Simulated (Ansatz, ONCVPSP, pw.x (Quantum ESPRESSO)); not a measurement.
What a changed setting does to a pw.x run (fcc Al)

Potential: optimised norm-conserving Vanderbilt (ONCV), ONCVPSP 4.0.1.1 (patched build), LDA (Perdew-Wang 92); core [Ne], reference 3s2 3p1; waves: 3s: rc 2.00 bohr, ncon 5, nbas 9, qcut 2.5 1/bohr, local; 3p: rc 2.55 bohr, ncon 4, nbas 7, qcut 2.8 1/bohr, 2 projectors, debl 1.7 Ha; d scattering state at 0.04 Ha: rc 2.00 bohr, ncon 4, nbas 7, qcut 4.2 1/bohr, 3 projectors, debl 0.6 Ha; local part: the s channel; core correction: polynomial model core, fcfact 0.5.

The reference run (k-mesh 14³, cutoffs 115/460 Ry, Fermi–Dirac 0.01 Ry, mixing_beta 0.4, conv_thr 1e-9, no spin) gives -0.58 GPa at 15.842 Å³/atom, where all-electron LAPW gives -0.23 GPa. This run, with its own iteration cap, changes nosym to true.

```
&control
  calculation='scf', prefix='x', pseudo_dir='./', outdir='./tmp', tstress=.true., disk_io='none'
/
&system
  ibrav=0, nat=1, ntyp=1, ecutwfc=115, ecutrho=460, nbnd=8,
  occupations='smearing', smearing='fd', degauss=0.01, nosym=.true.
/
&electrons
  conv_thr=1e-09, mixing_beta=0.4, electron_maxstep=60
/
ATOMIC_SPECIES
Al 1.0 Al.UPF
CELL_PARAMETERS angstrom
  0.00000000 1.99339488 1.99339488
  1.99339488 0.00000000 1.99339488
  1.99339488 1.99339488 0.00000000
ATOMIC_POSITIONS crystal
Al 0.0000 0.0000 0.0000
K_POINTS automatic
14 14 14 0 0 0
```

```bash
pw.x < Al.scf.in > Al.scf.out
```

Question: How does the run end?

Answer: It converges in 6 iterations; the free energy moves by +0.0 meV/atom and the pressure by +0.00 GPa. The result is that of the reference run.

```
lattice parameter (alat)  =       5.3273  a.u.
     unit-cell volume          =     106.9071 (a.u.)^3
     number of electrons       =         3.00
     number of Kohn-Sham states=            8
     kinetic-energy cutoff     =     115.0000  Ry
     charge density cutoff     =     460.0000  Ry
     scf convergence threshold =      1.0E-09
     Exchange-correlation= SLA  PW   NOGX NOGC
     number of k points=  1376  Fermi-Dirac smearing, width (Ry)=  0.0100
     iteration #  1     ecut=   115.00 Ry     beta= 0.40
     total energy              =      -6.16883577 Ry
     estimated scf accuracy    <       0.00594275 Ry
     iteration #  2     ecut=   115.00 Ry     beta= 0.40
     total energy              =      -6.16799419 Ry
     estimated scf accuracy    <       0.00189948 Ry
     iteration #  3     ecut=   115.00 Ry     beta= 0.40
     total energy              =      -6.16806985 Ry
     estimated scf accuracy    <       0.00000333 Ry
     iteration #  4     ecut=   115.00 Ry     beta= 0.40
     total energy              =      -6.16807424 Ry
     estimated scf accuracy    <       0.00000003 Ry
     iteration #  5     ecut=   115.00 Ry     beta= 0.40
     total energy              =      -6.16807446 Ry
     estimated scf accuracy    <          2.4E-09 Ry
     iteration #  6     ecut=   115.00 Ry     beta= 0.40
     the Fermi energy is     8.1189 ev
!    total energy              =      -6.16807446 Ry
     estimated scf accuracy    <          1.3E-10 Ry
     smearing contrib. (-TS)   =      -0.00201484 Ry
     The total energy is F=E-TS. E is the sum of the following terms:
     one-electron contribution =       3.03909675 Ry
     hartree contribution      =       0.00708254 Ry
     xc contribution           =      -3.73519045 Ry
     ewald contribution        =      -5.47704846 Ry
     convergence has been achieved in   6 iterations
          total   stress  (Ry/bohr**3)                   (kbar)     P=       -5.81
     Message from routine punch:
     Nothing written, as per user request (disk_io='none')
```

The run took about 4.3 min on one core of a shared host (Neoverse-V2, 32 threads, 247 GiB, load 22).
